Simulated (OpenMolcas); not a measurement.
# One shape, several levels: PH (SMILES [PH])

Wanted: a comparison of 4 runs (UHF/pcseg-0, U-r2SCAN/pcseg-0, UM06-2X/pcseg-0, ROCCSD(T)/pcseg-0) of PH. 

The results are computed with OpenMolcas 26.06.

### Step 1. The molecule

The species is PH (2 atoms), meant as a triplet with charge 0. SMILES: `[PH]`. The P1–H2 distance was set to 2.142 Å, away from the relaxed value.

### Step 2. The energy at UHF/pcseg-0 (run 1)

File job.input:

```
&GATEWAY
 BasLib
 $CurrDir
 Coord
 2
 angstrom
 P        0.000000       0.000000      -0.728720
 H        0.000000       0.000000       1.413680
 Basis
 pcseg-0
 Group
 NoSym

&SEWARD

&SCF
 UHF
 Spin
 3
 Thresholds
 1e-10 1e-07 1e-07 1e-05
 PrOrbitals
 1 1
```

The basis set pcseg-0 is read from a file made from the Basis Set Exchange's data (not shown).

The run is started by

```
$ export MOLCAS_MEM=1860
$ pymolcas job.input > job.log
```

The program printed:

```text
--- Start Module: gateway ---
[...]
--- Stop Module: gateway /rc=_RC_ALL_IS_WELL_ ---
--- Start Module: seward ---
[...]
      Basis functions           15
--- Stop Module: seward /rc=_RC_ALL_IS_WELL_ ---
--- Start Module: scf ---
[...]
       Convergence after  29 Iterations
[...]
::    Total SCF energy                               -340.8020131987
[...]
      Total spin, S                                     1.1857646374
[...]
      Total electronic charge=   16.000000
      Total            charge=   -0.000000
[...]
      Dipole Moment (debye):
      Origin of the operator (angstrom)=    0.0000    0.0000   -0.6612
                   X= -1.7121E-15               Y=  2.3891E-15               Z= -1.4931E-01           Total=  1.4931E-01
      Quadrupole Moment (debye*angstrom):
[...]
--- Stop Module: scf /rc=_RC_ALL_IS_WELL_ ---
[...]
```

Run time: 1.8 s. Hardware: 1 thread of Arm Neoverse V2, shared host; peak memory 0.37 GiB.

### Step 3. A single-point energy at U-r2SCAN/pcseg-0 (run 2)

File job.input:

```
* HP Kohn-Sham DFT
>>> EXPORT MOLCAS_PRINT=2

&GATEWAY
  BasLib = $CurrDir
  Coord
  2
  angstrom
  P        0.000000       0.000000      -0.728720
  H        0.000000       0.000000       1.413680
  Basis = pcseg-0
  Group = NoSym

&SEWARD
  GridInput
  Grid=UltraFine
  End of Grid

&SCF
  UHF
  Spin = 3
  KSDFT = 2
  1.0 MGGA_X_R2SCAN
  1.0 MGGA_C_R2SCAN
  Thresholds = 1e-10 1e-07 1e-07 1e-05
  PrOrbitals = 1 1
```

The basis set pcseg-0 is read from a file made from the Basis Set Exchange's data (not shown).

The run is started by

```
$ export MOLCAS_MEM=1860
$ pymolcas job.input > job.log
```

The program printed:

```text
--- Start Module: gateway ---
[...]
--- Stop Module: gateway /rc=_RC_ALL_IS_WELL_ ---
--- Start Module: seward ---
[...]
      Basis functions           15
--- Stop Module: seward /rc=_RC_ALL_IS_WELL_ ---
--- Start Module: scf ---
[...]
       Convergence after  18 Iterations
[...]
::    Total KS-DFT energy                            -341.3844154355
[...]
      Total spin, S                                     1.0528188520
[...]
      Total electronic charge=   16.000000
      Total            charge=   -0.000000
[...]
      Dipole Moment (debye):
      Origin of the operator (angstrom)=    0.0000    0.0000   -0.6612
                   X= -1.1702E-15               Y= -6.2784E-16               Z= -2.0273E-01           Total=  2.0273E-01
      Quadrupole Moment (debye*angstrom):
[...]
--- Stop Module: scf /rc=_RC_ALL_IS_WELL_ ---
[...]
```

It took 4.8 s on 1 thread of Arm Neoverse V2, shared host; peak memory 0.37 GiB.

### Step 4. A single-point energy at UM06-2X/pcseg-0 (run 3)

File job.input:

```
&GATEWAY
  BasLib=$CurrDir
  Coord
  2
  angstrom
  P        0.000000       0.000000      -0.728720
  H        0.000000       0.000000       1.413680
  Basis=pcseg-0
  Group=NoSym

&SEWARD
  GridInput
  Grid=UltraFine
  End of Grid

&SCF
  UHF
  Spin=3
  KSDFT=M062X
  Thresholds=1e-10 1e-07 1e-07 1e-05
  PrOrbitals=1 1
```

The basis set pcseg-0 is read from a file made from the Basis Set Exchange's data (not shown).

The run is started by

```
$ export MOLCAS_MEM=1860
$ pymolcas job.input > job.log
```

The program printed:

```text
--- Start Module: gateway ---
[...]
--- Stop Module: gateway /rc=_RC_ALL_IS_WELL_ ---
--- Start Module: seward ---
[...]
      Basis functions           15
--- Stop Module: seward /rc=_RC_ALL_IS_WELL_ ---
--- Start Module: scf ---
[...]
       Convergence after  18 Iterations
[...]
::    Total KS-DFT energy                            -341.3883512933
[...]
      Total spin, S                                     1.0507269264
[...]
      Total electronic charge=   16.000000
      Total            charge=   -0.000000
[...]
      Dipole Moment (debye):
      Origin of the operator (angstrom)=    0.0000    0.0000   -0.6612
                   X= -1.0467E-15               Y=  8.0325E-16               Z= -3.6126E-01           Total=  3.6126E-01
      Quadrupole Moment (debye*angstrom):
[...]
--- Stop Module: scf /rc=_RC_ALL_IS_WELL_ ---
[...]
```

Run time: 4.8 s. Hardware: 1 thread of Arm Neoverse V2, shared host; peak memory 0.37 GiB.

### Step 5. The energy at ROCCSD(T)/pcseg-0 (run 4)

File job.input:

```
* HP CCSD(T)

&GATEWAY
  BASLIB=$CurrDir
  COORD
  2
  angstrom
  P        0.000000       0.000000      -0.728720
  H        0.000000       0.000000       1.413680
  BASIS=pcseg-0
  GROUP=NoSym

&SEWARD

&SCF
  UHF
  SPIN=3
  THRESHOLDS=1e-10 1e-07 1e-07 1e-05
  PRORBITALS=1 1

&RASSCF
  FILEORB=$Project.UnaOrb
  SPIN=3
  NACTEL=2 0 0
  INACTIVE=7
  RAS2=2
  OUTORBITALS=Canonical
  ORBLISTING=Nothing

&MOTRA
  JOBIPH
  FROZEN=5

&CCSDT
  CCT
  TRIPLES=3
  ITERATIONS=80
  ACCURACY=1e-08
  EXTRAPOLATION=5 4
```

The basis set pcseg-0 is read from a file made from the Basis Set Exchange's data (not shown).

The run is started by

```
$ export MOLCAS_MEM=1860
$ pymolcas job.input > job.log
```

The program printed:

```text
--- Start Module: gateway ---
[...]
--- Stop Module: gateway /rc=_RC_ALL_IS_WELL_ ---
[...]
      Basis functions           15
[...]
       Convergence after  29 Iterations
[...]
::    Total SCF energy                               -340.8020131987
[...]
      Total spin, S                                     1.1857646374
[...]
      Number of active orbitals                  2
[...]
      Spin quantum number                      1.0
[...]
      Active orbitals                            2
[...]
      Number of CSFs                             1
[...]
      Number of root(s) required                 1
[...]
      Convergence after  9 iterations
[...]
      printout of CI-coefficients larger than  0.05 for root  1
      energy=    -340.775358
      conf/sym  11     Coeff  Weight
             1  uu   1.00000 1.00000
      Natural orbitals and occupation numbers for root  1
      sym 1:   1.000000   1.000000
      ************************************************************************************************************************
      *                                                    Final results                                                     *
[...]
::    RASSCF root number  1 Total energy:   -340.77535789
[...]
      Total electronic charge=   16.000000
      Total            charge=   -0.000000
[...]
      Dipole Moment (debye):
      Origin of the operator (angstrom)=    0.0000    0.0000   -0.6612
                   X= -2.0865E-15               Y=  3.9392E-15               Z= -7.5384E-01           Total=  7.5384E-01
      Quadrupole Moment (debye*angstrom):
[...]
--- Start Module: motra ---
[...]
      *** WARNING: Default frozen orbitals is overwritten by user input.
      *** Default values:   5
[...]
--- Stop Module: motra /rc=_RC_ALL_IS_WELL_ ---
--- Start Module: ccsdt ---
[...]
      Convergence after                    22  Iterations
      Total energy (diff) :    -340.84249643      -0.00000001
[...]
 METHOD                       : CCSD+T(CCSD)+<T3(1)WT1>+<T3(1)UT2> = CCSD(T)
[...]
       CCSD     =      -340.8424964272067
[...]
--- Stop Module: ccsdt /rc=_RC_ALL_IS_WELL_ ---
[...]
```

Wall time 2.5 s (1 thread of Arm Neoverse V2, shared host); peak memory 0.37 GiB.

### Step 6. All runs side by side

```tsv
run	level	integration grid	frozen core orbitals	energy (Eh)	dipole moment (D)	HOMO energy (eV)	LUMO energy (eV)	wall time
1	UHF/pcseg-0	–	–	-340.802013	0.15	-10.76	1.73	1.8 s
2	U-r2SCAN/pcseg-0	UltraFine	–	-341.384415	0.20	-6.75	-3.58	4.8 s
3	UM06-2X/pcseg-0	UltraFine	–	-341.388351	0.36	-8.55	-2.18	4.8 s
4	ROCCSD(T)/pcseg-0	–	5	-340.843475	–	–	–	2.5 s
```

### Step 7. Summary of results

```
             quantity          value
  run 4: total energy  -340.84347 Eh
run 4: (T) correction      -0.98 mEh
```

What this shows: Over runs 1, 2, 3 the dipole moment (its size) runs from 0.15 D (UHF/pcseg-0) to 0.36 D (UM06-2X/pcseg-0). Totals of different functionals can't be ranked against each other. Spin contamination of the reference: run 1 ⟨S²⟩ = 2.59, run 2 ⟨S²⟩ = 2.16, run 3 ⟨S²⟩ = 2.15. All runs together took 14 s, the longest 4.8 s.
